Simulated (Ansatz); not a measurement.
**AlBH+ (singlet): wave-function methods side by side, cc-pVTZ**

How much of the correlation energy of AlBH+ (singlet) does each wave-function method recover here?

Program: Ansatz 0.2.0, Gaussian basis. Level of theory: cc-pVTZ, core rule «outside noble gas», up to 6 orbitals frozen. These are calculated values, not measurements.

To be run: UHF; CCSD(T) on RHF; CCSD(T) on UHF; BCCD(T) on RHF; CCSDT(Q) on RHF; CCSDT(Q) on UHF.

21 further runs of the same task are left out: 4 for a known fault of the program, 6 that didn't finish, 11 set aside as unsound or not needed. Runs told in other sessions of the task aren't counted.

**1. The geometry**

The geometry is a PBE0/def2-TZVP stationary point (not a proven minimum) of the parent state, kept for this charge and spin.

3 atoms, charge 1, spin multiplicity 1.

Atoms are counted from 1 here; the program's logs count them from 0.

Bond lengths: B1–Al2 2.077 Å, Al2–H3 1.601 Å. Angles: B1–Al2–H3 125.0°.

**2. UHF**

Input file in.yaml:

```yaml
crystal:
  periodic: [false, false, false]
  atoms:
    - {symbol: B, position_ang: [0.000000, -0.138799, 1.515922]}
    - {symbol: Al, position_ang: [0.000000, 0.096806, -0.547327]}
    - {symbol: H, position_ang: [0.000000, -1.102664, -1.608146]}
basis:
  gaussian: {orbitals: cc-pVTZ}
total_charge: 1
magnetization: {spin_polarized: true, initial_magnetization: 0}
hamiltonian: {xc: hf}
output: {orbitals: {seedname: orbitals}}
```

Command:

```
ansatz run in.yaml --threads 1 --pin off --events-out ev --progress --plain --max-ram 2393MiB
```

Further steps of the session: CCSD(T) on RHF; CCSD(T) on UHF; BCCD(T) on RHF; CCSDT(Q) on RHF; CCSDT(Q) on UHF.

**Question.** What will the summary of the whole plan be? Wanted: RCCSDT(Q) from the RHF energy; RMP2 from RCCSDT(Q); UMP2 from RCCSDT(Q); RCCSD from RCCSDT(Q); RCCSD(T) from RCCSDT(Q); UCCSD(T) from RCCSDT(Q); UCCSDT(Q) from RCCSDT(Q); T1 diagnostic.

As calculated:

```
                         quantity                      value
    RCCSDT(Q) from the RHF energy                 -4.4616 eV
              RMP2 from RCCSDT(Q)            +29.94 kcal/mol
              UMP2 from RCCSDT(Q)            +29.31 kcal/mol
             RCCSD from RCCSDT(Q)             +4.94 kcal/mol
          RCCSD(T) from RCCSDT(Q)             +1.08 kcal/mol
          UCCSD(T) from RCCSDT(Q)             +2.38 kcal/mol
         UCCSDT(Q) from RCCSDT(Q)             +0.01 kcal/mol
levels within 1 kcal/mol (43 meV)  RCCSDT, UCCSDT, UCCSDT(Q)
                    T1 diagnostic                      0.034
```

RCCSD(T) lands +1.08 kcal/mol from the yardstick (1.0 % of the correlation energy). CCSD(T) misses by +1.08 kcal/mol on the restricted determinant and by +2.38 kcal/mol on the unrestricted one; the two need not hold the same state or core. These misses are within one basis, not against nature.
